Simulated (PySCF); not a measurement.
## Ionisation energy of F by level of theory

F [He] 2s2 2p5 [2p1/2^2 2p3/2^3, M_J = 3/2] → F⁺ [He] 2s2 2p4 [2p1/2^2 2p3/2^2, M_J = 2], as a difference of total energies. Computed with PySCF 2.14 in x2c-SVPall-2c, with the two-component X2C-1e Hamiltonian. Correlated levels: 1s2 frozen. "Screened" scales the spin-orbit matrix elements by Boettger's factors to mimic the two-electron term; Breit and QED terms are absent.

```json
{"method": "GHF (spin-free)", "ionisation energy (eV)": "15.760", "error (eV)": "-1.663"}
{"method": "GMP2 (spin-free)", "ionisation energy (eV)": "16.946", "error (eV)": "-0.477"}
{"method": "GHF (screened spin-orbit)", "ionisation energy (eV)": "15.757", "error (eV)": "-1.666"}
{"method": "GMP2 (screened spin-orbit)", "ionisation energy (eV)": "16.943", "error (eV)": "-0.480"}
```

Reference: 17.423 eV (measured; NIST Atomic Spectra Database, ionization energies).

Errors of the correlated levels include the incompleteness of this basis and the frozen core.

The labels give the starting determinants; with spin-orbit coupling the two ends relaxed to ⟨J²⟩ = 3.75, ⟨L²⟩ = 2.00, ⟨S²⟩ = 0.75 and ⟨J²⟩ = 6.01, ⟨L²⟩ = 2.00, ⟨S²⟩ = 2.00.
